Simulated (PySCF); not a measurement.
**BC: frontier orbitals**

TPSSh at R = 1.491 Å; B 6-31G(d,p), C 6-31G(d,p); no relativity (PySCF 2.14). State: ⁴Σ⁻ (quartet), unpaired electrons σ ↑, π ↑↑. Only the outer orbitals are listed, counted within each symmetry.

```csv
spin,orbital,occ.,ε (eV),on B (%),main shells (%)
α,3σ,1,-18.34,30,"62 C s, 22 B s, 8 B p"
α,4σ,1,-9.78,61,"52 B s, 22 C s, 17 C p"
α,1π,1,-7.74,38,"62 C p, 37 B p"
α,1π,1,-7.74,38,"62 C p, 37 B p"
α,5σ,1,-7.08,49,"42 C p, 36 B p, 12 B s"
α,2π,0,-1.28,64,"63 B p, 36 C p"
α,2π,0,-1.28,64,"63 B p, 36 C p"
β,3σ,1,-15.77,37,"56 C s, 25 B s, 11 B p"
β,4σ,1,-7.18,34,"36 C p, 31 B s, 30 C s"
β,1π,0,-4.01,47,"53 C p, 47 B p"
β,1π,0,-4.01,47,"53 C p, 47 B p"
β,5σ,0,-3.66,74,"39 B p, 34 B s, 24 C p"
```

**Question.** Which are the highest filled and the lowest empty level, where do they sit, and how wide is the gap?

**Answer.** Highest filled α 5σ at -7.08 eV (in %: 42 C p, 36 B p, 12 B s); lowest empty β 1π at -4.01 eV (in %: 53 C p, 47 B p); the gap at TPSSh is 3.07 eV.

```
bond order (Mayer)                             : 2.03
⟨S²⟩                                           : 3.753
charge on B (Mulliken, basis-dependent)        : 0.13
charge on B (Löwdin, basis-dependent)          : 0.02
dipole moment (positive dipole means B(−)C(+)) : -1.26 D
```

The state is the lowest determinant that a PBE0 search found; another state may lie lower at other levels.
